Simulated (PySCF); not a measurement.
CH3O, charge +1. Atoms are numbered in the order given.

```xyz
5

C      0.0340    -0.6237     0.0000
O     -0.1305     0.6098     0.0000
H     -0.8750    -1.2245     0.0000
H      1.0294    -1.0721     0.0000
H      0.6854     1.1609     0.0000
```
Charge +1, spin multiplicity 1.

Geometry optimised at B3LYP-D3(BJ)/def2-TZVP. The isomer is the one that the SMILES or the coordinates give; other isomers of the formula were not compared.

Level of theory: ωB97X/def2-TZVPD (PySCF).

The molecule is in vacuum.

The total energy is -114.80340 hartree, the point group is Cs and the highest occupied level comes out as -21.08 eV. The lowest empty level comes out as -7.46 eV, the orbital gap is 13.62 eV and the dipole moment about the centre of nuclear charge is 2.07 D. The mean static polarisability is 13.7 bohr³ (2.03 Å³) and the polarisability, principal values is 9.9, 13.3, 17.8 bohr³.
